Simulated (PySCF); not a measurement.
nitrous oxide anion (N2O), SMILES N#[N+][O-] (connectivity only; charge and spin as stated), charge -1, multiplicity 2. Atoms are numbered in the order given.

```xyz
3

N      0.1773    -1.1734     0.0000
N     -0.3326    -0.1039     0.0000
O      0.1358     1.1177     0.0000
```
Charge -1, spin multiplicity 2.

Geometry optimised at B3LYP-D3(BJ)/def2-TZVPD. The multiplicity is an assumed one; other spin states were not compared.

Calculation: PBE/def2-TZVPD run with PySCF.

Mulliken values depend strongly on the basis, most of all with diffuse functions as here. ESP charges are fitted to the potential on shells at 1.4 to 2.0 van der Waals radii. Atomic charges (e):

```csv
atom,Mulliken,ESP fit,meta-Löwdin,Mulliken spin
N1,-0.36,-0.51,-0.46,0.39
N2,0.04,0.06,0.10,0.34
O3,-0.68,-0.55,-0.64,0.28
```
